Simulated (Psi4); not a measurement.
**BH2F (SMILES BF) at HF/cc-pVTZ**

Aim: the energy change on altering one bond length of BH2F at HF/cc-pVTZ, from 2 runs. 

Program for the calculation: Psi4 1.11.

1 further run of the same task is left out (set aside as unsound or not needed).

**1. Starting point**

BH2F: 4 atoms, total charge 0, spin state singlet. As SMILES, `BF`. The coordinates come from a PBE0-D4/def2-TZVP relaxation.

Bond lengths: B1–F2 1.317 Å, B1–H3 1.197 Å, B1–H4 1.198 Å. Angles: F2–B1–H3 117.8°, F2–B1–H4 117.8°, H3–B1–H4 124.4°.

**2. A single-point energy at HF/cc-pVTZ**

File run.py:

```python
import psi4

psi4.set_memory(1600000000)
psi4.set_num_threads(1)
psi4.set_output_file('run.log', False)

mol = psi4.geometry("""
0 1
B     -0.027300    -0.004000    -0.030800
F      1.061200    -0.296700     0.649900
H     -1.012500    -0.649100     0.186200
H      0.034200     0.889600    -0.825600
symmetry c1
""")

psi4.set_options(dict(basis='cc-pVTZ', puream=True, e_convergence=1e-09, d_convergence=1e-08, scf_type='pk'))

e_tot, wfn = psi4.energy('scf', return_wfn=True)
psi4.oeprop(wfn, 'WIBERG_LOWDIN_INDICES', 'QUADRUPOLE', 'MULLIKEN_CHARGES', title='SCF')
print(f'scf energy: {e_tot:.10f} Eh')
for k, v in sorted(psi4.core.scalar_variables().items()):
    print(f'{k:45s} {v:18.10f}')
```

The run is started by

```console
$ python run.py
```

run.log:

```text
[...]
  Running in c1 symmetry.
[...]
  Nuclear repulsion =   27.175758468175218
[...]
  Multiplicity = 1
[...]
  Nalpha       = 8
  Nbeta        = 8
[...]
    Number of basis functions: 88
[...]
   @RHF iter   1:  -125.35083279977162   -8.11390e-01   2.91416e-03 DIIS/ADIIS
[...]
   @RHF iter   9:  -125.37342582207880   -1.30314e-11   6.73911e-09 DIIS
[...]
    Orbital Energies [Eh]
    ---------------------
    Doubly Occupied:
       1A    -26.307908     2A     -7.665727     3A     -1.620648
       4A     -0.793837     5A     -0.706383     6A     -0.675251
       7A     -0.628015     8A     -0.487266
[...]
  @RHF Final Energy:  -125.37342582207880
   => Energetics <=
    Nuclear Repulsion Energy =             27.1757584681752178
    One-Electron Energy =                -227.3282965467695362
    Two-Electron Energy =                  74.7791122565155177
    Total Energy =                       -125.3734258220788007
[...]
 Multipole Moments:
 ------------------------------------------------------------------------------------
     Multipole            Electronic (a.u.)      Nuclear  (a.u.)        Total (a.u.)
 ------------------------------------------------------------------------------------
 L = 1.  Multiply by 2.5417464519 to convert [e a0] to [Debye]
 Dipole X            :          1.5582235           -1.8791707           -0.3209472
 Dipole Y            :         -0.4191918            0.5054210            0.0862292
 Dipole Z            :          0.9746797           -1.1752995           -0.2006198
 Magnitude           :                                                    0.3881892
 L = 2.  Multiply by 1.3450342976 to convert [e a0^2] to [Debye ang]
 Quadrupole XX       :        -33.7062727           24.2092628           -9.4970099
 Quadrupole XY       :          2.9049963           -3.1086260           -0.2036297
[...]
  Mulliken Charges: (a.u.)
   Center  Symbol    Alpha    Beta     Spin     Total
       1     B     2.35488  2.35488  0.00000  0.29023
       2     F     4.63522  4.63522  0.00000 -0.27044
       3     H     0.50494  0.50494  0.00000 -0.00988
       4     H     0.50496  0.50496  0.00000 -0.00992
   Total alpha =  8.00000, Total beta =  8.00000, Total charge = -0.00000
  Wiberg Bond Indices using Orthogonal Lowdin Orbitals:
[...]
```

Standard output:

```text
scf energy: -125.3734258221 Eh
CURRENT ENERGY                                   -125.3734258221
CURRENT REFERENCE ENERGY                         -125.3734258221
DD SOLVATION ENERGY                                 0.0000000000
HF KINETIC ENERGY                                 125.2773027114
HF POTENTIAL ENERGY                              -250.6507285334
HF TOTAL ENERGY                                  -125.3734258221
HF VIRIAL RATIO                                     2.0007672827
NUCLEAR REPULSION ENERGY                           27.1757584682
ONE-ELECTRON ENERGY                              -227.3282965468
PCM POLARIZATION ENERGY                             0.0000000000
PE ENERGY                                           0.0000000000
SCF ITERATION ENERGY                             -125.3734258221
SCF ITERATIONS                                      9.0000000000
SCF TOTAL ENERGY                                 -125.3734258221
TWO-ELECTRON ENERGY                                74.7791122565
```

Wall time 3.3 s (1 thread of Intel Xeon Platinum 8275CL at 3.00GHz (Skylake/Cascade Lake), shared host); peak memory 0.33 GiB.

**3. The distorted shape: energy and forces at HF/cc-pVTZ**

File job.inp:

```
memory 1600 mb

molecule molecule1 {
  0 1
  B      0.120516     0.092789    -0.063358
  F      1.209016    -0.199911     0.617342
  H     -1.012500    -0.649100     0.186200
  H      0.182016     0.986389    -0.858158
  symmetry c1
  no_reorient
  no_com
}

set {
  basis         cc-pVTZ
  puream        true
  e_convergence 1e-09
  d_convergence 1e-08
  scf_type      pk
}

energy_value, wavefunction = gradient('hf', return_wfn=True)
```

The run is started by

```console
$ psi4 -i job.inp -o job.out -n 1
```

job.out:

```text
[...]
  Running in c1 symmetry.
[...]
  Nuclear repulsion =   26.723088041691444
[...]
  Multiplicity = 1
[...]
  Nalpha       = 8
  Nbeta        = 8
[...]
    Number of basis functions: 88
[...]
   @RHF iter   1:  -125.33725094983991   -8.40386e-01   2.97687e-03 DIIS/ADIIS
[...]
   @RHF iter  10:  -125.36094304119108   -1.03739e-12   1.95393e-09 DIIS
[...]
    Orbital Energies [Eh]
    ---------------------
    Doubly Occupied:
       1A    -26.315418     2A     -7.688226     3A     -1.627521
       4A     -0.797115     5A     -0.709282     6A     -0.681770
       7A     -0.614773     8A     -0.468439
[...]
  @RHF Final Energy:  -125.36094304119108
   => Energetics <=
    Nuclear Repulsion Energy =             26.7230880416914438
    One-Electron Energy =                -226.3629735869492663
    Two-Electron Energy =                  74.2789425040667339
    Total Energy =                       -125.3609430411910779
[...]
 Multipole Moments:
 ------------------------------------------------------------------------------------
     Multipole            Electronic (a.u.)      Nuclear  (a.u.)        Total (a.u.)
 ------------------------------------------------------------------------------------
 L = 1.  Multiply by 2.5417464519 to convert [e a0] to [Debye]
 Dipole X            :        -20.3536480           20.1317059           -0.2219421
 Dipole Y            :          2.0354951           -1.8858805            0.1496146
 Dipole Z            :         -8.8521111            8.6310028           -0.2211083
 Magnitude           :                                                    0.3471767
[...]
  -Total Gradient:
     Atom            X                  Y                   Z
    ------   -----------------  -----------------  -----------------
       1        0.031446020695     0.029989555244    -0.015525694569
       2        0.015080672901    -0.002136416232     0.007672593138
       3       -0.049597181657    -0.032786279261     0.011207021192
       4        0.003070488061     0.004933140249    -0.003353919761
[...]
```

It took 6.3 s on 1 thread of Intel Xeon Platinum 8275CL at 3.00GHz (Skylake/Cascade Lake), shared host; peak memory 0.33 GiB.

**4. Outcome**

At HF/cc-pVTZ:

| quantity | value |
| --- | --- |
| first shape: total energy | -125.37343 Eh |
| first shape: dipole moment | 0.99 D |
| first shape: HOMO energy | -13.26 eV |
| first shape: LUMO energy | 2.38 eV |
| first shape: HOMO–LUMO gap | 15.63 eV |
| distorted shape: total energy | -125.36094 Eh |
| distorted shape: dipole moment | 0.88 D |
| distorted shape: HOMO energy | -12.75 eV |
| distorted shape: LUMO energy | 2.30 eV |
| distorted shape: HOMO–LUMO gap | 15.05 eV |
| distorted shape: largest force on an atom | 3.111 eV/Å |
| energy change with the B1–H3 bond stretched from 1.197 to 1.377 Å | 0.340 eV |

With the B1–H3 bond stretched from 1.197 to 1.377 Å the energy rises by 0.34 eV (32.8 kJ/mol). The first shape isn't relaxed at this level, so the change isn't measured from a minimum.
